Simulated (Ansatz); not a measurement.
# Band gap of some III–V compounds

Method: LDA (plane waves, PAW; Ansatz, a quantum-chemistry and plane-wave program). References are measured gaps from which a computed or estimated zero-point shift was taken out, by their sources or here, so that they lie as a rule above the printed measurements.

Values in eV.

| solid | reference | LDA | error (eV) |
|---|---|---|---|
| zinc-blende BP | 2.2¶ (2.20–2.50) | 1.18 | -1.02 |
| zinc-blende AlP | 2.54 | 1.45 | -1.09 |
| wurtzite GaN | 3.68 | 1.91 | -1.77 |
| wurtzite AlN | 6.51 | 4.22 | -2.29 |
| zinc-blende InP | 1.47 | 0.46 | -1.01 |
| zinc-blende GaP | 2.43 | 1.44 | -0.99 |

Over these 6 solids the mean error is -1.36 eV, the mean absolute error 1.36 eV (median 1.06 eV), and the worst case wurtzite AlN at -2.29 eV; the value is below the reference in 6 of 6 cases.

¶ marks references of a special kind: zinc-blende BP, 2.2 eV (measured, zero-point renormalisation of 0.106 eV removed from the gap extrapolated to 0 K (as printed); the shift is computed, second of two values printed, our sources range from 2.20 to 2.50; as tabulated in X. Ren, F. Merz, H. Jiang et al., All-electron periodic G0W0 implementation …).

Brackets give the range of the sources taken for a reference, where it is wide; it can hold other temperatures.

Differences are worked out from the printed values.

Density-functional gaps are differences of (generalised) Kohn–Sham levels of a static lattice; semilocal ones lie below quasiparticle gaps as a rule. Measured gaps hold zero-point and thermal shifts unless a correction is named.

Spin–orbit coupling is included only where a level's name says +SOC; with heavier elements it mostly lowers gaps and can invert bands. Cells: LDA at the measured cell. Ansatz's density-functional and Hartree–Fock values are scalar-relativistic unless marked +SOC, with PAW data made under PBE.

Not in this set, of the III–V compounds with a reference value in our tables and a result at some level: 5 for spin–orbit coupling left out; 2 for a reference of another kind, counted apart; 1 for sources at odds; 1 for another kind of cell or another program. These can be a level's best or worst cases. At least 3 more with a reference value are held back for tests. Solids without a released value at any level aren't counted. Without +SOC, gaps count where the solid holds none of Ge, As, Se, Br, Sn, Sb, Te, I or the elements past barium, or holds Ge, As, Se or Br with a gap over 4 eV. Layered and molecular crystals are counted apart.

References as tabulated in, or derived from, Chen et al. (2018), doi:10.1103/physrevmaterials.2.073803; X. Ren, F. Merz, H. Jiang et al., All-electron periodic G0W0 implementation …; Feneberg et al. (2010), doi:10.1103/physrevb.82.075208.
